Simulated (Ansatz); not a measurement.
Input file:

```yaml
crystal:
  periodic: [false, false, false]
  atoms:
    - {symbol: Na, position_ang: [0.000000, 0.000000, 1.698747]}
    - {symbol: H, position_ang: [0.000000, 0.000000, -5.463253]}
    - {symbol: H, position_ang: [0.000000, 0.000000, 3.764507]}
basis:
  gaussian: {orbitals: "6-31++G**"}
total_charge: -1
correlation: {active_space: {window: {electrons: 2, orbitals: 3}}}
scf: {lower_state_search: full}
output: {forces: true}
```

```sh
$ ansatz run in.yaml --threads 1 --pin off --events-out ev --progress --plain --max-ram 2393MiB
```

Output:

```
301 factors; integrals over basis functions are off by at most 8.5e-4 eV
mean field evaluation 1: about -4431.4541 eV, gradient 6.8e0 eV
mean field evaluation 2: about -4431.4579 eV, gradient 6.8e0 eV
mean field evaluation 4: about -4432.0063 eV, gradient 4.1e-1 eV
mean field evaluation 8: about -4432.0093 eV, gradient 1.1e-3 eV
mean field -4432.00929318 eV, -162.8733374005 hartree, gradient 5.3e-6 eV, S^2 0.000000; 0 other end points of the search recorded, 0 dependent functions left out
reference -4432.00929318 eV, -162.8733374005 hartree; 7, 7 occupied and 28, 28 virtual orbitals, 301 factors
state -4432.71797574 eV, -162.8993810041 hartree
the orbitals are reached from a further start. From the first start the search ends at -4432.71787594 eV, -162.8993773366 hartree
the calculation of the forces begins
Total energy: -4432.71797574 eV, -162.8993810041 hartree
Atom 0 at     0.000000     0.000000     1.698747 Å, force    -0.000000     0.000000     0.282274 eV/Å
Atom 1 at     0.000000     0.000000    -5.463253 Å, force    -0.000000     0.000000     0.117182 eV/Å
Atom 2 at     0.000000     0.000000     3.764507 Å, force     0.000000    -0.000000    -0.399456 eV/Å
Dipole moment:     0.000000    -0.000000     4.190580 e Å
```

Natural occupations: 1.8502 0.1495 0.0003.

Forces (eV/Å):
```
Na   0.000  0.000  0.282
H    0.000  0.000  0.117
H    0.000  0.000 -0.399
```

Ran on 1 thread of Intel Xeon Platinum 8259CL, shared host: 1 s wall, 0.23 GiB peak host memory.
